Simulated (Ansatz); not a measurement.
Energy needed to pull apart CH2AlN (SMILES N#[C][AlH2]), singlet, into free ground-state atoms, from the structure below (displaced at random from a GFN2-xTB minimum); no zero-point or spin–orbit terms; open-shell atoms are treated unrestricted, in their ground-state multiplicity.

```json
{"atom": "N1", "x (Å)": "1.3838", "y (Å)": "-1.3813", "z (Å)": "1.4562"}
{"atom": "C2", "x (Å)": "0.7147", "y (Å)": "-0.7161", "z (Å)": "0.7889"}
{"atom": "Al3", "x (Å)": "-0.3881", "y (Å)": "0.3906", "z (Å)": "-0.4414"}
{"atom": "H4", "x (Å)": "-1.5868", "y (Å)": "-0.2485", "z (Å)": "-1.1639"}
{"atom": "H5", "x (Å)": "-0.0617", "y (Å)": "1.8814", "z (Å)": "-0.6883"}
```

Computed with Ansatz 0.2.0 (basis: def2-TZVPP); correlated methods freeze the cores.

| method | atomization energy (eV) |
| --- | --- |
| PBE-D4 | ? |
| r2SCAN-D4 | 18.45 |
| B97M-V | 18.81 |
| PBE0-D4 | 18.38 |
| r2SCAN0-D4 | 17.92 |
| wB97M-V | 18.69 |
| HF | 12.71 |
| MP2 | ? |
| CCSD | 17.62 |
| CCSD(T) | 18.03 |

Question: What does MP2 give? (Judge from chemistry; the value comes from the calculation.)

Answer: The calculation gives: 18.57 eV, which is about 0.54 eV more than CCSD(T)/def2-TZVPP.

Question: What does PBE-D4 give? (Judge from chemistry; the value comes from the calculation.)

Answer: By the calculation: 18.98 eV, which is about 0.95 eV more than CCSD(T)/def2-TZVPP.

In triple zeta the MP2 and coupled-cluster atomization energies are still short of their basis limit by a few kcal/mol a bond, whereas those of the functionals are nearly converged, so these differences are not deviations from converged CCSD(T).

T1 diagnostic: at most 0.014.

For scale, one of the runs: CCSD(T)/def2-TZVPP forces, 132 basis functions (an equivalent command: `ansatz run in.yaml --threads 4`). Hardware: 4 CPU threads, shared host. Wall time 18 s; peak host memory 1.1 GiB.
